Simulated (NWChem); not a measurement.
Molecule: sulfur dioxide (SO$_{2}$); SMILES O=S=O

```xyz
3

O      1.2504     0.0000     0.3736
S      0.0000     0.0000    -0.3691
O     -1.2504     0.0000     0.3736
```
Atoms are numbered in this order, from 1.

Program: NWChem. Geometry optimised at PBE0/def2-SVP; all other runs use it. 

| quantity | level | value |
|---|---|---|
| anisotropy (bohr³), static | CAM-B3LYP/def2-SVPD | ? |
| vertical ionisation energy, ΔSCF (eV) | CAM-B3LYP/def2-SVP | 12.39 |
| vertical, lowest state with f > 0.02, singlet (eV) | CAM-B3LYP/def2-SVPD, TDA | 6.54 |
| solvation free energy (kcal/mol) in water | PBE0/def2-SVP, SMD | -4.0 |
| dipole (D) | PBE0/def2-SVP | ? |
| highest harmonic frequency (cm⁻¹) | PBE0/def2-SVP | ? |

### Question
Complete the blanks.

### Answer

- anisotropy (bohr³), static, value: 13.5
- dipole (D), value: 1.83
- highest harmonic frequency (cm⁻¹), value: 1384
